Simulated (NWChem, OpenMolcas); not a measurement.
## NWChem → OpenMolcas

NWChem 7.3.0 runs this on P4 (SMILES P12P3P1P23):

p4.nw:
```
start p4
memory stack 880 mb heap 220 mb global 1100 mb

geometry units angstrom noautosym nocenter noautoz
P     -0.724800    -0.100000     1.119400
P      1.294900     0.109800     0.315700
P     -0.185000    -1.091700    -0.749800
P     -0.385100     1.081900    -0.685200
end

basis spherical bse
P library def2-SVPD
end

dft
xc becke88 lyp
grid fine
convergence energy 1e-08
iterations 100
mulliken
noprint "final vectors analysis"
end

task dft gradient
```

```bash
$ nwchem p4.nw > p4.out
```

The coordinates come from a PBE0-D4/def2-TZVP relaxation.

The shape is far from stationary at this level.

It gives a total energy of -1365.035133 Eh.

Question: Translate the job to OpenMolcas 26.06 as an input file of the program's own.

Answer: One way, which was run:

run.inp:
```
* P4 Kohn-Sham DFT

&gateway
  baslib
  $CurrDir
  coord
  4
  angstrom
  P       -0.724800      -0.100000       1.119400
  P        1.294900       0.109800       0.315700
  P       -0.185000      -1.091700      -0.749800
  P       -0.385100       1.081900      -0.685200
  basis
  def2-SVPD
  group
  NoSym

&seward
  gridinput
  Grid=UltraFine
  End of Grid

&scf
  ksdft
  BLYP
  thresholds
  1e-10 1e-07 1e-07 1e-05
  prorbitals
  1 2

&alaska
```

```bash
$ export MOLCAS_MEM=1860
$ pymolcas run.inp > run.log
```

(Basis files named in the input come from the Basis Set Exchange and aren't shown.)

Its energy is -1365.035133 Eh, 0.000 mEh from the first.
